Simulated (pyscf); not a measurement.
Elementary routes open to H₂N–GeH₂–F + H• in the gas phase (doublet surface):
A. F–GeH₂• + NH₃ (Ge–N broken; H–N formed)
B. H₂N–GeH•–F + H₂ (Ge–H broken; H–H formed)

Single points on ωB97X-D3(BJ)/def2-SVP structures (PySCF, gas phase).

Problem. Rank the routes by free-energy barrier at 1200 K, lowest first, for ωB97M-D3(BJ)/def2-TZVP energies (ideal gas, 1 atm, RRHO with modes under 100 cm⁻¹ raised to 100, one conformer, R ln 2 for chiral ones without a mode under 150 cm⁻¹).

Solution. B (108.9 kJ/mol), A (181.4 kJ/mol)

Route B is the fastest of these, ahead of the next by 72.5 kJ/mol. The most stable products are those of B (ΔG = -109.2 kJ/mol), so kinetics and thermodynamics agree. At 298 K B is still the fastest. A: On the product side the descent ends in a complex, 29.1 kJ/mol under the separated species and 158.9 kJ/mol under the saddle at ωB97X-D3(BJ)/def2-TZVP. Only these routes are compared; each barrier is that of the saddle found, and lower ones may exist. Elements up to Kr have no core potential and no relativistic terms here.
